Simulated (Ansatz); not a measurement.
# NaH₂− (singlet): the correlation ladder at angle H2–Na1–H3 = 180.0°, aug-cc-pVTZ

One table from this session's results is given with a row withheld; the runs are named, their logs left out.

The runs use Ansatz 0.2.0, Gaussian basis; aug-cc-pVTZ, core rule «outside noble gas», up to 5 orbitals frozen.

The runs, in order: UHF; CCSD(T) on RHF; BCCD(T) on RHF; CCSDT(Q) on RHF; Full CI.

17 further runs of the same task are left out: 7 for a known fault of the program, 8 that didn't finish, 2 set aside as unsound or not needed. Runs told in other sessions of the task aren't counted.

## The geometry

The geometry derives from a PBE0/def2-TZVPD stationary point (not a proven minimum). One angle is set to the value named; bond lengths are kept.

3 atoms, charge -1, spin multiplicity 1.

Atoms are counted from 1 here; the program's logs count them from 0.

Bond lengths: Na1–H2 2.066 Å, Na1–H3 2.066 Å. Angles: H2–Na1–H3 180.0°.

Set-up of the first run:

in.yaml reads:

```yaml
crystal:
  periodic: [false, false, false]
  atoms:
    - {symbol: Na, position_ang: [0.000000, 0.000000, 0.000000]}
    - {symbol: H, position_ang: [0.000000, 0.000000, -2.065760]}
    - {symbol: H, position_ang: [0.000000, 0.000000, 2.065760]}
basis:
  gaussian: {orbitals: aug-cc-pVTZ}
total_charge: -1
magnetization: {spin_polarized: true, initial_magnetization: 0}
hamiltonian: {xc: hf}
output: {orbitals: {seedname: orbitals}}
```

Run with:

```bash
$ ansatz run in.yaml --threads 1 --pin off --events-out ev --progress --plain --max-ram 2393MiB
```

Among the steps run: UHF; CCSD(T) on RHF; BCCD(T) on RHF; CCSDT(Q) on RHF; Full CI.

One of the session's tables, all rows but one given; the rest of the session is left out.

| method | from FCI (meV) |
| --- | --- |
| RHF | +2011.5 |
| RMP2 | +472.6 |
| RCCSD | ? |
| RCCSD(T) | +3.0 |
| BCCD(T) | +2.9 |
| RCCSDT | +0.4 |
| RCCSDT(Q) | +0.1 |
| FCI | 0 |

**Question.** Estimate the row for RCCSD.

As computed: from FCI (meV): +9.1. In the column «from FCI (meV)» it lies between RCCSD(T) (+3.0) and RMP2 (+472.6).
